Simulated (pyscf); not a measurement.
A first-order saddle from PySCF, ωB97X-D3(BJ)/def2-SVP:

```xyz
4

Ga     0.6564     1.7369     0.2114
F      0.2172     0.4993    -1.3726
F      0.2093    -0.2090     0.7078
H      0.1274    -0.1630    -0.4377
```

Surface: singlet, charge 0. Lowest wavenumbers (cm⁻¹): 342i, 364, 664, 1145, 1153.

### Question
Which two sides does it connect, and which bonds change?

### Answer
F–Ga (SMILES [F][Ga]) [singlet] + HF (SMILES F) ⇌ F–Ga (SMILES [F][Ga]) [singlet] + HF (SMILES F), a four-centre exchange read from left to right: F–Ga, F–H broken and F–Ga, F–H formed. At CCSD(T)/def2-TZVPP + ΔMP2(QZVPP) it lies -3.0 kcal/mol from the left side and -3.0 kcal/mol from the right (each side as separated species at their lowest minima found). On the reactant side the descent ends in a bound adduct, 10.1 kcal/mol under the separated species and 4.5 kcal/mol under the saddle at ωB97X-D3(BJ)/def2-TZVP. On the product side the descent ends in a bound adduct, 10.1 kcal/mol under the separated species and 4.5 kcal/mol under the saddle at ωB97X-D3(BJ)/def2-TZVP. At CCSD(T) the saddle lies under the separated reactants, which points to a path from their complex (located at ωB97X-D3(BJ) alone). At CCSD(T) the saddle lies under the separated products, which points to a path from their complex (located at ωB97X-D3(BJ) alone). At ωB97X-D3(BJ) the barrier from the zero used here is -5.6 kcal/mol. This is the saddle that the search found; another between the same sides may lie lower. The CCSD(T) − MP2 part came from Ansatz, without density fitting, on the same reference. The frozen core leaves the outer d or s,p core shells of the metals and heavy elements correlated in the MP2 and CC values, and def2-TZVPP describes them poorly, which can shift differences by a few kcal/mol. Elements up to Kr have no core potential and no relativistic terms here.
